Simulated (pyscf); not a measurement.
Thermochemistry of product channels of PH₃ + GeH₂ [singlet] on the singlet surface, in kcal/mol, from ωB97M-D3(BJ)/def2-TZVP energies (ideal gas, 1 atm, RRHO with modes under 100 cm⁻¹ raised to 100, one conformer, R ln 2 for chiral ones without a mode under 150 cm⁻¹). Structures and frequencies: ωB97X-D3(BJ)/def2-SVP in PySCF.

| products | ΔE | ΔH(298 K) | ΔG(600 K) | ΔG(1200 K) |
|---|---|---|---|---|
| H₂P–GeH: [singlet] + H₂ | -7.6 | -8.1 | -6.6 | -7.0 |
| HP=GeH₂ + H₂ | -5.9 | -6.5 | -3.1 | -1.6 |

These are energies of the channels, which say nothing of barriers. Elements up to Kr have no core potential and no relativistic terms here.
